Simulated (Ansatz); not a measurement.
# AlSiH5 (singlet): the correlation ladder at distance Al1–H4 along a hydrogen transfer = 1.970 Å, cc-pVDZ

Aim: climb from Hartree-Fock through coupled cluster and multireference methods for AlSiH5 (singlet) at one geometry and basis, and see what each rung misses.

Program: Ansatz 0.2.0, Gaussian basis. Level of theory: cc-pVDZ, correlated electrons: outside noble gas. These are calculated values, not measurements.

To be run: UHF; CCSD(T) on RHF; CCSD(T) on UHF; BCCD(T) on RHF; CISD; CCSDT(Q) on RHF; CCSDT(Q) on UHF; CASSCF and NEVPT2, 2 electrons in 2 orbitals; CASSCF and NEVPT2, 8 electrons in 8 orbitals.

## 1. What is computed

The geometry derives from fragments relaxed apart (PBE0/def2-TZVP) and kept rigid, so it is no stationary point. A hydrogen atom is moved between rigid fragments.

7 atoms, charge 0, spin multiplicity 1.

Atoms are counted from 1 here; the program's logs count them from 0.

Bond lengths: Al1–H2 1.586 Å, Al1–H3 1.586 Å, Al1–H4 1.970 Å, Si5–H6 1.526 Å, Si5–H7 1.526 Å. Angles: H2–Al1–H3 120.0°, H2–Al1–H4 120.0°, H3–Al1–H4 120.0°, H6–Si5–H7 91.2°.

In the tables R marks a restricted determinant and U an unrestricted one; 'pair' is the active space of 2 electrons in 2 orbitals; 'frontier' is the active space of 8 electrons in 8 orbitals; correlation energies count from the lowest restricted Hartree-Fock solution.

## 2. UHF

File in.yaml:

```yaml
crystal:
  periodic: [false, false, false]
  atoms:
    - {symbol: Al, position_ang: [-1.991106, 0.029322, 0.000000]}
    - {symbol: H, position_ang: [-2.784030, 1.402706, 0.000000]}
    - {symbol: H, position_ang: [-2.784030, -1.344062, 0.000000]}
    - {symbol: H, position_ang: [-0.021106, 0.029322, 0.000000]}
    - {symbol: Si, position_ang: [1.930894, 0.029322, 0.000000]}
    - {symbol: H, position_ang: [2.543074, -0.844962, 1.090012]}
    - {symbol: H, position_ang: [2.543074, -0.844962, -1.090012]}
basis:
  gaussian: {orbitals: cc-pVDZ}
magnetization: {spin_polarized: true, initial_magnetization: 0}
hamiltonian: {xc: hf}
output: {orbitals: {seedname: orbitals}}
```

The run is started by

```
$ ansatz run in.yaml --threads 1 --pin off --events-out ev --progress --plain --max-ram 2393MiB
```

Further steps of the session: CCSD(T) on RHF; CCSD(T) on UHF; BCCD(T) on RHF; CISD; CCSDT(Q) on RHF; CCSDT(Q) on UHF; CASSCF and NEVPT2, 2 electrons in 2 orbitals; CASSCF and NEVPT2, 8 electrons in 8 orbitals.

Before running them: what should the planned runs give, taken together? Wanted: correlation energy, RCCSDT(Q); RMP2 from RCCSDT(Q); UMP2 from RCCSDT(Q); RCCSD from RCCSDT(Q); RCCSD(T) from RCCSDT(Q); UCCSD(T) from RCCSDT(Q); UCCSDT(Q) from RCCSDT(Q); NEVPT2 pair from RCCSDT(Q); NEVPT2 frontier from RCCSDT(Q).

As calculated:

```
                                      quantity                      value
                 correlation energy, RCCSDT(Q)                 -6.3600 eV
                           RMP2 from RCCSDT(Q)                +1576.0 meV
                           UMP2 from RCCSDT(Q)                +1739.2 meV
                          RCCSD from RCCSDT(Q)                 +195.5 meV
                       RCCSD(T) from RCCSDT(Q)                  +47.8 meV
                       UCCSD(T) from RCCSDT(Q)                  +67.4 meV
                      UCCSDT(Q) from RCCSDT(Q)                   +0.5 meV
                    NEVPT2 pair from RCCSDT(Q)                +1615.6 meV
                NEVPT2 frontier from RCCSDT(Q)                +1323.6 meV
levels of the table within 1 kcal/mol (43 meV)  RCCSDT, UCCSDT, UCCSDT(Q)
                                 T1 diagnostic                      0.018
```

What this shows: RCCSD(T) misses by +47.8 meV, 0.8 % of the correlation energy. Of the multireference levels listed NEVPT2 frontier comes nearest in total energy (+1323.6 meV), which doesn't show that its space is the better one. These misses are within one basis, not against nature; the frozen cores of restricted and unrestricted runs differ, which can shift their rows.
